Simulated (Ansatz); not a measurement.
**Isomers**

Structures of MgSiH3, doublet, relaxed at PBE0-D4/def2-TZVP (vibrations not checked; lower isomers may exist, and structures with a doubtful reference or unclear bonds are left out). Ansatz 0.2.0; basis: def2-TZVPP; cores frozen in the correlated methods; orbitals are unrestricted. The outer core shell of Li, Na, Mg and K is correlated. The def2 sets are not built for correlating such inner shells, so the correlated values are less sure here. B3LYP uses VWN-RPA correlation.

(1) Rank them by CCSD(T) energy, lowest first, and give each one's height above the lowest. Links in brackets join atoms within 1.22 times the sum of their covalent radii (1.1 for two metals). (Judge from chemistry; the value comes from the calculation.)
A.
MgSiH₃ ([Mg][SiH3])
```
5
angstrom
Mg -2.3201 0.7140 0.4121
Si 0.1731 -0.0535 -0.0309
H 0.5941 0.1485 -1.4520
H 0.3909 -1.5035 0.2650
H 1.1621 0.6945 0.8058
```
B.
MgSiH₃ ([MgH][SiH2])
```
5
angstrom
Mg 0.5323 -1.1720 0.7923
Si -0.4282 0.8164 -0.4071
H 1.1416 -2.4970 1.6651
H -1.5456 0.7566 -1.3952
H 0.2999 2.0959 -0.6551
```
C.
MgSiH₃ ([H]1[Mg]23[H][Si]12[H]3)
```
5
angstrom
Mg 1.4657 -0.4523 -0.2615
Si -0.9640 0.2976 0.1721
H -0.1980 0.3641 -1.1966
H -0.3841 -1.1471 0.3742
H 0.3244 0.8627 0.8685
```

(2) Do PBE-D4, r2SCAN-D4, PBE0-D4, B3LYP-D4, wB97M-V, HF, MP2 give the same order? (A judgement: the text doesn't fix the answer.)

No T1 diagnostic of these runs exceeds 0.016. ⟨S²⟩ of the unrestricted Hartree–Fock references: 0.75 to 0.77 (a pure state has 0.75).

For scale, one of the runs: CCSD(T)/def2-TZVPP, 116 basis functions, launched by `ansatz run in.yaml --threads 2 --pin off --events-out ev --progress --plain --max-ram 4352MiB`. The run took 13 s on 2 CPU threads of an Intel Xeon Platinum 8223CL (shared host), with 1 GiB of host memory at its peak.

Results:

(1) Computed: A (0.000 eV), C (0.207 eV), B (0.671 eV). Heights count from the lowest.

(2) By the calculation: All do.
